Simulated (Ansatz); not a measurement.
Basis-set extrapolation for C₈H₁₈ (`CCCC(CC)CC`) (PBE0-D4/def2-TZVP geometry, frozen core, Ansatz). Multiplicity 1, RHF reference.

```json
{"": "HF", "def2-TZVPP": "-313.545701", "def2-QZVPP": "-313.560572"}
{"": "MP2 correlation", "def2-TZVPP": "-1.420716", "def2-QZVPP": "-1.507754"}
{"": "CCSD(T) correlation", "def2-TZVPP": "-1.570704", "def2-QZVPP": "not run"}
```

Energies in hartree. Use E(X) = E(∞) + A·exp(−7.88·√X) for Hartree–Fock and E(X) = E(∞) + B·X^(−2.97) for correlation, with X = 3 and 4, and add CCSD(T) minus MP2 of the smaller set to the MP2 limit.

Problem. What is the CCSD(T) energy at the basis-set limit?

Solution. HF limit: -313.560572 + (-0.014871) × 0.13774 = -313.56262. MP2 limit: -1.507754 + (-0.087038) × 0.74074 = -1.57223. Higher-order term: -1.570704 − (-1.420716) = -0.14999. Total: -315.28484 hartree, 105.7 kcal/mol below CCSD(T)/def2-TZVPP.
